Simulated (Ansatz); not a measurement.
Molecule: C2H3O, net charge -1, singlet state. It need not be the lowest isomer of its formula. Whether it binds its extra electron was not tested at this geometry. 
Geometry from a B3LYP-D3(BJ)/def2-TZVP (Ansatz, a program for electronic structure) optimisation:
SMILES: [C-](C)=O
```xyz
6

O      1.1831     0.3457     0.0022
C     -0.0156     0.6488    -0.0069
C     -0.9595    -0.6436     0.0020
H     -0.3823    -1.5883     0.0148
H     -1.6200    -0.5948     0.8793
H     -1.6112    -0.6134    -0.8826
```
Charge -1, spin multiplicity 1.

Basis-set convergence of Hartree-Fock and CCSD correlation energies (hartree) with Ansatz. Correlated levels leave the core frozen unless marked. Spin-orbit coupling is left out. No relativistic terms. This anion needs diffuse functions, which these sets lack.

The T1 diagnostic of CCSD in the largest basis is 0.029, which is high, so the coupled-cluster rows are less sure than usual.

```csv
basis,functions,E(HF),"E(corr, CCSD)"
cc-pVDZ,-,-152.25545,-0.48449
cc-pVTZ,132,(withheld),(withheld)
```

### Question
Some entries are withheld; supply them.

### Answer

- cc-pVTZ, E(HF): -152.31034
- cc-pVTZ, E(corr, CCSD): -0.59168
